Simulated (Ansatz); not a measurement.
Total energies of `C=C(C)OC`.

```xyz
13

C     0.9056    0.9978    0.3242
C     0.3712   -0.2027    0.0952
C     1.1054   -1.4915    0.2281
O    -0.9056   -0.4293   -0.2889
C    -1.7348    0.6930   -0.4598
H     1.9404    1.0644    0.6280
H     0.3546    1.9216    0.2214
H     1.1036   -2.0276   -0.7246
H     2.1352   -1.3226    0.5383
H     0.6125   -2.1333    0.9630
H    -2.7090    0.3147   -0.7654
H    -1.3420    1.3605   -1.2346
H    -1.8372    1.2550    0.4750
```

The species carries charge 0 and has multiplicity 1. Geometry: relaxed with PBE0-D4/def2-TZVP. It is one conformer, not always the lowest. Basis def2-TZVPP, the Gaussian-basis code of Ansatz.

RPA on PBE orbitals: Hartree–Fock energy of these orbitals -231.00230 Eh, correlation -1.49592 Eh (frozen core).

| functional | kind | energy without D4 (Eh) | D4 term (kJ/mol) |
| --- | --- | --- | --- |
| revPBE | GGA | -232.45356 | -77.8 |
| BLYP | GGA | -232.43004 | -49.2 |
| r2SCAN | meta-GGA | -232.39057 | -5.7 |
| B97M-V | meta-GGA with VV10 | -232.50908 | – |
| PBE0 | global hybrid, 25 % exact exchange | -232.25059 | -18.3 |
| B3LYP | global hybrid, 20 % | -232.53752 | -34.7 |
| r2SCAN0 | meta-GGA hybrid, 25 % | -232.36416 | -6.4 |
| CAM-B3LYP | range-separated hybrid | -232.41248 | -18.1 |
| ωB97M-V | range-separated hybrid meta-GGA with VV10 | -232.41705 | – |
| PBE-QIDH | double hybrid | -232.21642 | – |

**Question.** Give the same for LDA (SPW92), PBE, r2SCANh, HSE06 (plane-wave form), BHLYP, LC-ωPBE, ωB97X-V, B2PLYP. (Estimate.)

**Answer.** Computed: 
```json
{"functional": "LDA (SPW92)", "kind": "LDA", "energy without D4 (Eh)": "-230.50366", "D4 term (kJ/mol)": "–"}
{"functional": "PBE", "kind": "GGA", "energy without D4 (Eh)": "-232.22738", "D4 term (kJ/mol)": "-21.9"}
{"functional": "r2SCANh", "kind": "meta-GGA hybrid, 10 %", "energy without D4 (Eh)": "-232.37956", "D4 term (kJ/mol)": "-5.9"}
{"functional": "HSE06 (plane-wave form)", "kind": "screened hybrid", "energy without D4 (Eh)": "-232.23747", "D4 term (kJ/mol)": "-16.8"}
{"functional": "BHLYP", "kind": "global hybrid, 50 %", "energy without D4 (Eh)": "-232.38815", "D4 term (kJ/mol)": "-23.5"}
{"functional": "LC-ωPBE", "kind": "long-range corrected hybrid", "energy without D4 (Eh)": "-232.38039", "D4 term (kJ/mol)": "–"}
{"functional": "ωB97X-V", "kind": "range-separated hybrid GGA with VV10", "energy without D4 (Eh)": "-232.45559", "D4 term (kJ/mol)": "–"}
{"functional": "B2PLYP", "kind": "double hybrid", "energy without D4 (Eh)": "-232.32824", "D4 term (kJ/mol)": "–"}
```

B3LYP takes the VWN-RPA correlation (the form of Gaussian; ORCA's B3LYP/G). HSE06 is the plane-wave form, built on full-range PBE exchange. The double hybrids freeze the cores in their second-order part.

LC-ωPBE has ω = 0.4 bohr⁻¹.
